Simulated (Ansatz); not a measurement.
Zinc-blende InSb: PBE at its full settings (plane-wave cutoff 520 eV, 10×10×10 k mesh, Fermi–Dirac smearing 0.01 eV, scalar-relativistic PAW data made under PBE) and at cheaper ones, in a cell of 2 atoms with Γ-centred meshes.

| level and setting | lattice parameter a (Å) | bulk modulus B0 (GPa) |
|---|---|---|
| PBE (Ansatz) | 6.635 | 36.7 |
| PBE (2×2×2 k mesh) (Ansatz) | 7.000 | 24.1 |
| PBE (4×4×4 k mesh) (Ansatz) | 6.661 | 35.9 |
| PBE (6×6×6 k mesh) (Ansatz) | 6.638 | 36.7 |
| PBE (Fermi-Dirac smearing of 0.3 eV) (Ansatz) | 6.652 | 34.3 |

Largest shifts from the full settings: lattice constant a +5.50 % (PBE (2×2×2 k mesh)), against a difference of +2.58 % of the full result from the reference 6.468 Å (measured, static lattice: zero-point anharmonic expansion removed; as tabulated in Mejia-Rodriguez and Trickey (2018), arXiv:1807.09216); bulk modulus -34 % (PBE (2×2×2 k mesh)), against a difference of -20 % of the full result from the reference 46.1 GPa (measured, 0 K value with the zero-point phonon effect removed; as tabulated in Mejia-Rodriguez and Trickey (2018), arXiv:1807.09216).

The full settings aren't shown to be converged themselves.

Caveats: the gap of the solid is closed in this run (PBE, PBE (2×2×2 k mesh), PBE (4×4×4 k mesh), PBE (6×6×6 k mesh), PBE (Fermi-Dirac smearing of 0.3 eV)). Ansatz's density-functional and Hartree–Fock values are scalar-relativistic unless marked +SOC, with PAW data made under PBE.

Run with cheap settings on purpose, which may leave them unconverged: PBE (2×2×2 k mesh), PBE (4×4×4 k mesh), PBE (6×6×6 k mesh), PBE (Fermi-Dirac smearing of 0.3 eV).

Ansatz is an electronic-structure program.
